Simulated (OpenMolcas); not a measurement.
**Exact exchange and the HOMO–LUMO gap of HNO3 (nitric acid)**

The species is HNO3 (5 atoms), meant as a singlet with charge 0. As SMILES, `O=[N+]([O-])O`. Geometry: relaxed at PBE0-D4/def2-TZVP. This is one conformer, not always the lowest.

The HOMO–LUMO gap y, in eV, basis def2-SVPD; a is the functional's share of exact exchange. Programs: OpenMolcas 26.06.

| functional | program | a | y (eV) |
| --- | --- | --- | --- |
| TPSS | OpenMolcas | 0 | 4.79 |
| PBE | OpenMolcas | 0 | 4.57 |
| B3LYP | OpenMolcas | 0.2 | 6.87 |
| PBE0 | OpenMolcas | 0.25 | ? |
| BHLYP | OpenMolcas | 0.5 | 10.49 |

Fit y = c + s·a to the known rows and predict PBE0.


1. Means of the 4 rows: a = 0.1750, y = 6.680.
2. Σ(Δa)² = 0.1675, Σ(Δa·Δy) = 1.943, so the slope is 1.943/0.1675 = 11.6.
3. Intercept: 6.680 − (11.6) × 0.1750 = 4.650. The largest residual of the fit is 0.14.
4. PBE0: 4.650 + (11.6) × 0.25 = 7.55 eV.

The run gave 7.49 eV, so the prediction is off by +0.06 eV, within the scatter of the fit. Exact exchange lowers occupied levels and raises empty ones. The rows mix families of semi-local functionals, which the line can't see.
